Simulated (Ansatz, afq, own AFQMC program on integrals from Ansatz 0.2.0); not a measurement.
## AlH₄, doublet in 6-31G along one coordinate

```yaml
atoms:
  - { symbol: Al, position_ang: [-0.0599, 0.0001, -0.1328] }
  - { symbol: H, position_ang: [0.4487, 0.0018, 1.9858] }
  - { symbol: H, position_ang: [-0.3171, -0.0089, 1.9564] }
  - { symbol: H, position_ang: [0.7333, 1.3833, -0.1888] }
  - { symbol: H, position_ang: [0.7376, -1.3801, -0.1993] }
```

All coordinates are scaled about the centre. Energies in mEh count from this geometry (1.000) at the same level; the start stands on UHF, each point on the determinant named.

Basis 6-31G. Noble-gas cores (and the filled d shells of Ga–Kr and In–Xe) are frozen. Integrals, coupled cluster, full CI and functionals: Ansatz 0.2.0; the random walks run on the same integrals in our own AFQMC program. The CISD trial takes its coefficients from CCSD amplitudes. Released means that phaseless walkers are propagated on without the constraint, phases kept. Uncertainties: one standard error, sampling alone.

Cautions, each for one point or more: an unrestricted solution with more broken spin lies lower; cluster runs in doubt by the program's own checks; strong correlation; unrestricted determinant slightly spin contaminated; unrestricted determinant spin contaminated.

```
scale of all distances  det.     T1  weight  ⟨S²⟩  CCSD(T)  ph-AFQMC/CISD  released AFQMC    FCI  CCSDT(Q)     PBE   B3LYP
                 0.873   UHF  0.010    0.96  0.75     48.4    48.5 ± 0.02     48.5 ± 0.01   48.5      48.5    46.0    42.9
                 1.137   UHF  0.015    0.93  0.76     11.7    11.6 ± 0.05     11.5 ± 0.02   11.5      11.5    14.0    16.7
                 1.294   UHF  0.032    0.89  0.82     55.4    55.1 ± 0.07               –   54.8      54.8    60.7    65.6
                 1.513   UHF  0.069    0.78  1.10    121.6    121.7 ± 0.1               –  120.5     120.5   134.2   140.2
                 1.767   UHF  0.088    0.69  1.36    181.2    182.7 ± 0.2               –  180.4     180.4   207.0  212.1§
                 2.011   UHF  0.144    0.51  2.18    223.6    227.0 ± 0.2               –  223.0     223.0  262.0§  266.0§
                 2.389   UHF  0.123    0.47  2.53    266.3    268.4 ± 0.2               –  265.4     265.4  316.9§  317.1§
```

Weight is that of the determinant in the CISD state; at the start T1 is 0.011 and the weight 0.95, and ⟨S²⟩ is 0.75. Symmetry can't show for every point that it stays on the start's state. A dash marks a missing value, a released energy that hasn't settled or a functional that sits on another state. § marks a functional whose ⟨S²⟩ is too high by over 0.1. Largest departures from full CI: CCSD(T) 1.1 mEh at 1.513 (on UHF), ph-AFQMC/CISD 4.0 mEh at 2.011 (on UHF), released AFQMC 0.0 mEh at 1.137 (on UHF) (within the noise), CCSDT(Q) 0.0 mEh at 1.513 (on UHF). The functionals aren't scored here. In this small basis the wave-function levels are far from their limit, so their gap to the functionals isn't the functionals' error.

Some points may be missing: those where a free walk finds a much lower state, and past Zn most of those on another determinant than at the start.

CCSDT and higher add their correlation energy to the determinant of the CCSD(T) run, since their own runs factorise the integrals more tightly (a shift of under 2 meV). Released energies are given only where the last usable release times agree within the noise; a slower fall can still hide under it.
